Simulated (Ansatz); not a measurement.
Basis-set extrapolation for C$_{3}$H$_{3}$NO, SMILES `C=C(O)C#N` (PBE0-D4/def2-TZVP geometry, frozen core, Ansatz). Multiplicity 1, RHF reference.

```tsv
	def2-TZVPP	def2-QZVPP
HF	-244.720418	-244.730913
MP2 correlation	-0.888810	-0.950647
CCSD(T) correlation	-0.945696	not run
```

Energies in hartree. Use E(X) = E(∞) + A·exp(−7.88·√X) for Hartree–Fock and E(X) = E(∞) + B·X^(−2.97) for correlation, with X = 3 and 4, and add CCSD(T) minus MP2 of the smaller set to the MP2 limit.

Question: What is the CCSD(T) energy at the basis-set limit?

Answer: HF limit: -244.730913 + (-0.010495) × 0.13774 = -244.73236. MP2 limit: -0.950647 + (-0.061837) × 0.74074 = -0.99645. Higher-order term: -0.945696 − (-0.888810) = -0.05689. Total: -245.78570 hartree, 314.0 kJ/mol below CCSD(T)/def2-TZVPP.
